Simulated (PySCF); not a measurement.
First SCF of a structure search on singlet AlOF, at a hand-made bent geometry. PySCF input:

```python
from pyscf import gto, scf, dft
mol = gto.M(atom='''
Al     0.000000     0.000000     0.000000
O     -1.392600     0.000000     0.975100
F      1.556400     0.000000     1.089800''',
    basis={'Al': 'def2-TZVP', 'O': 'def2-TZVP', 'F': 'def2-TZVP'},
    charge=0, spin=0)
mf = dft.RKS(mol, xc='B3LYP')
mf.grids.atom_grid = (50, 194)
aux = {'Al': 'def2-universal-JKFIT', 'O': 'def2-universal-JKFIT', 'F': 'def2-universal-JKFIT'}
mf = mf.density_fit(auxbasis=aux)
mf.conv_tol = 1e-08
mf.diis_space = 10
mf.max_cycle = 60
mf.init_guess = 'minao'
mf.verbose = 4
mf.kernel()
```

Excerpt of the output (cycles and frontier levels):

```
init E= -417.464610443177
  HOMO = -0.425069894772942  LUMO = -0.200468353711877  gap/eV = 6.11172
cycle= 1 E= -417.142102239108  delta_E= 0.323  |g|= 1.36  |ddm|= 1.88
  HOMO = -0.0684729469966962  LUMO = -0.0280475723421692  gap/eV = 1.10003
cycle= 2 E= -410.012015505069  delta_E= 7.13  |g|=  3.7  |ddm|= 3.35
  HOMO = -0.279173437390003  LUMO = -0.177028694363287  gap/eV = 2.77950
cycle= 3 E= -417.29741310785  delta_E= -7.29  |g|=  1.1  |ddm|= 3.12
  HOMO = -0.262619730343107  LUMO = -0.187484034555801  gap/eV = 2.04455
cycle= 4 E= -417.545899386609  delta_E= -0.248  |g|= 0.481  |ddm|= 0.832
  HOMO = -0.264186400132602  LUMO = -0.206253101281909  gap/eV = 1.57645
cycle= 5 E= -417.564821194418  delta_E= -0.0189  |g|= 0.284  |ddm|= 0.425
  HOMO = -0.280646993301878  LUMO = -0.20323537752099  gap/eV = 2.10648
cycle= 6 E= -417.58323108232  delta_E= -0.0184  |g|= 0.117  |ddm|= 0.141
  HOMO = -0.29236163295107  LUMO = -0.202514259050787  gap/eV = 2.44487
cycle= 7 E= -417.586574767986  delta_E= -0.00334  |g|= 0.0104  |ddm|= 0.0775
  HOMO = -0.292388975583969  LUMO = -0.201990430957565  gap/eV = 2.45987
cycle= 8 E= -417.586601293757  delta_E= -2.65e-05  |g|= 0.00198  |ddm|= 0.00885
  HOMO = -0.292569452786987  LUMO = -0.202075743200801  gap/eV = 2.46246
cycle= 9 E= -417.586602436257  delta_E= -1.14e-06  |g|= 0.000424  |ddm|= 0.00203
  HOMO = -0.292592472262034  LUMO = -0.202075670421493  gap/eV = 2.46309
cycle= 10 E= -417.586602560316  delta_E= -1.24e-07  |g|= 0.000114  |ddm|= 0.00109
  HOMO = -0.292587595930982  LUMO = -0.202082457002227  gap/eV = 2.46277
cycle= 11 E= -417.58660258084  delta_E= -2.05e-08  |g|= 0.00012  |ddm|= 0.000634
  HOMO = -0.292593709727704  LUMO = -0.20208027459514  gap/eV = 2.46300
cycle= 12 E= -417.586602585163  delta_E= -4.32e-09  |g|= 4.51e-05  |ddm|= 0.000189
  HOMO = -0.292612166941494  LUMO = -0.20208316773045  gap/eV = 2.46342
Extra cycle  E= -417.586602575272  delta_E= 9.89e-09  |g|= 0.000212  |ddm|= 0.000172
converged SCF energy = -417.586602575272
```

No lower solution of this spin was found by a stability analysis within the restricted form, which does not test spin polarisation.

The search for the lowest solution, with the stability check, took 2.5 s on 2 threads of a shared Arm Neoverse V1 host, with 99 basis functions; the process peaked at 0.31 GiB. Launch command: `OMP_NUM_THREADS=2 python axn.py task.json out`.
